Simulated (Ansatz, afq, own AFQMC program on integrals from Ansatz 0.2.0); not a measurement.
# Where AFQMC and coupled cluster stand for PN, singlet

```xyz
2

N     0.0000    0.0000    0.0000
P     0.0000    0.0000    1.4794
```

Basis 6-31G. Only valence electrons are correlated. Integrals, coupled cluster, full CI and functionals: Ansatz 0.2.0; the random walks run on the same integrals in our own AFQMC program. ph-AFQMC/CISD is guided by a CISD state made of CCSD amplitudes; releasing the constraint for a short imaginary time cuts its bias at the price of noise, slowly where states lie close. ± is one standard error of the sampling.

Determinant: RHF, the one that the program's search chose, which needn't be the lowest solution. The geometry is a point of a scan.

Full CI on the same integrals is exact in this basis and with this determinant's frozen core.

Cautions: restricted determinant unstable towards unrestricted (UHF 387 meV lower, ⟨S²⟩ 0.77); CCSD(T) is in doubt: in a space of 8 electrons in 8 natural orbitals full CI lies 85 meV below it; the released energies are still falling, so no released level is given (meV from the phaseless value at times in 1/Eh: -10 ± 4 at 0.24, -16 ± 3 at 0.51, -23.3 ± 2.4 at 0.99, -27.0 ± 1.8 at 1.62, -28.7 ± 2.1 at 2.40), though the last usable value meets full CI within the noise.

- T1 diagnostic: 0.0150
- weight of the determinant in the CISD state: 0.884
- size of the correlated space: 10 electrons in 16 orbitals

```json
{"level": "MP2", "correlation energy (eV)": "-5.8792"}
{"level": "CCSD", "correlation energy (eV)": "-5.4553"}
{"level": "CCSD(T)", "correlation energy (eV)": "-5.6745"}
```

Q: Estimate where full CI lies against CCSD(T) on the same integrals.

A: 2.39 mEh below CCSD(T).

Reference: full CI, correlation energy -5.739 eV.

```tsv
level	E − E(reference) (mEh)	share of correlation (%)
CCSD(T)	2.39	98.87
CCSDT	2.56	98.78
CCSDT(Q)	-0.19	100.09
CCSDTQ	0.35	99.83
ph-AFQMC/HF	2.75 ± 0.99	98.70
ph-AFQMC/CISD	1.02 ± 0.19	99.52
```

CCSDT and higher add their correlation energy to the determinant of the CCSD(T) run, since their own runs factorise the integrals more tightly (a shift of under 2 meV). A walk keeps the symmetry of its determinant, which the program's search chose and which needn't be the lowest solution, so a lower state of the same spin and another symmetry isn't excluded.
